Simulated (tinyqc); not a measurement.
Inside a calculation. Method: Hueckel theory of the pi electrons, for the molecule O=CN=O (SMILES; centres numbered as the heavy atoms are written). One step of it, computed by the program tinyqc.

Problem. Orbitals. Diagonalise; E = alpha + x beta with beta < 0, so the largest x are filled first; degenerate levels share their electrons. P = sum n_i c_ri c_si; each orbital has its largest coefficient positive (the first on a tie).

Hueckel matrix in units of beta (H = alpha + beta A), order 1O, 2C, 3N, 4O:
$$\begin{pmatrix}
0.880000 & 0.980000 & 0.000000 & 0.000000 \\
0.980000 & 0.000000 & 1.000000 & 0.000000 \\
0.000000 & 1.000000 & 0.440000 & 0.980000 \\
0.000000 & 0.000000 & 0.980000 & 0.880000
\end{pmatrix}$$

pi electrons, sum of z_r less the charge = 4

Give: x values; occupations; coefficients; charge and bond-order matrix P.

Solution.

x values: [2.0587, 1.3301, 0.0652, -1.2540]

occupations: [2.0000, 2.0000, 0.0000, 0.0000]

coefficients, order 1O, 2C, 3N, 4O:
$$\begin{pmatrix}
0.4006 & 0.7083 & 0.4818 & -0.3253 \\
0.4818 & 0.3253 & -0.4006 & 0.7083 \\
0.5993 & -0.2615 & -0.4983 & -0.5694 \\
0.4983 & -0.5694 & 0.5993 & 0.2615
\end{pmatrix}$$

charge and bond-order matrix P, order 1O, 2C, 3N, 4O:
$$\begin{pmatrix}
1.3242 & 0.8467 & 0.1097 & -0.4074 \\
0.8467 & 0.6758 & 0.4074 & 0.1097 \\
0.1097 & 0.4074 & 0.8551 & 0.8950 \\
-0.4074 & 0.1097 & 0.8950 & 1.1449
\end{pmatrix}$$
